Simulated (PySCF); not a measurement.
Planning a geometry optimisation on cyanobutadiynyl radical, `[C]#CC#CC#N`.

Method: PBE0-D3(BJ)/def2-SVP geometry optimisation, gas phase (PySCF 2.14.0). Work: geometry optimisation from a GFN2-xTB start shaken at random, density fitting, unrestricted. The command runs a driver script over a list of jobs; the input below is this job's line of settings and its coordinates in Å.

Command:
```bash
OMP_NUM_THREADS=1 python probes_run.py task.json out
```

Input:
```
{"job": {"xc": "PBE0", "basis": "def2-SVP", "d3": "d3bj", "grid": 1, "shake": 0.01, "kind": "geom"}, "charge": 0, "multiplicity": 2}
C     -2.993440    -0.507370     0.733240
C     -1.936660    -0.202490     0.249940
C     -0.620560    -0.060530     0.068070
C      0.628600     0.085560    -0.123720
C      1.910210     0.253170    -0.381730
N      3.036020     0.401640    -0.564170
```

Hardware: Arm Neoverse V1, one thread, shared host with 32 logical CPUs at a one-minute load of 12. PySCF's memory limit was set to 3200 MB.

The basis has 84 functions.

Question: Which is nearest to the wall time?
A. 5.0 s
B. 0.66 s
C. 40 s

Answer: C. The run took 40 s. The run took 9 energy-and-gradient evaluations and 207 SCF cycles, 4.4 s an evaluation on average.

Question: Estimate the peak memory.

Answer: About 0.34 GiB. Peak memory is the resident size of the whole Python process, interpreter and libraries included.

Times come from a shared host and carry two figures at best.

The run converged: final energy -244.53418 Eh after 8 steps; dipole 0.55 D.
